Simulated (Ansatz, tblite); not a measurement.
Spin states of B₂H₃ (the lowest doublet isomer of a short search), each relaxed with B3LYP-D4/def2-TZVP in Ansatz. Electronic energies in the gas phase.

The xTB rows come from tblite. Correlated methods freeze 2 core orbitals. The structure comes from a short search, and lower isomers may exist.

Doublet geometry (C2v within 0.1 Å):

```xyz
5

B    -0.1379    0.1631    0.5761
B     0.2125   -0.2515   -0.8874
H     0.4768   -0.5639   -1.9905
H    -0.5761   -0.6343    1.3512
H     0.0248    1.2865    0.9506
```

Quartet geometry (Cs within 0.1 Å):

```xyz
5

B    -0.4845   -0.0120    0.2568
B     1.0661   -0.3823   -0.2334
H     1.1957    0.5267   -1.0354
H    -0.5029   -0.9525    1.0234
H    -1.2744    0.8201   -0.0114
```

⟨S²⟩: doublet 0.75 at PBE0-D4/def2-TZVP (pure 0.75), quartet 3.75 at PBE0-D4/def2-TZVP (pure 3.75).

Only these spin states were relaxed.

```csv
level,quartet − doublet (kcal/mol),lowest of these
GFN1-xTB,90.7,doublet
GFN2-xTB,86.0,doublet
HF/STO-3G,85.4,doublet
HF/def2-TZVPP,64.6,doublet
PBE-D4/def2-TZVP,68.2,doublet
r2SCAN-D4/def2-TZVP,65.3,doublet
BHLYP-D4/def2-TZVP,77.8,doublet
ωB97M-V/def2-TZVP,77.7,doublet
RPA@PBE/def2-TZVP,71.6,doublet
MP2/def2-TZVP,72.8,doublet
CCSD/def2-TZVPP,73.4,doublet
CCSD(T)/def2-TZVPP,73.1,doublet
```

The xTB methods have no spin-polarisation term.
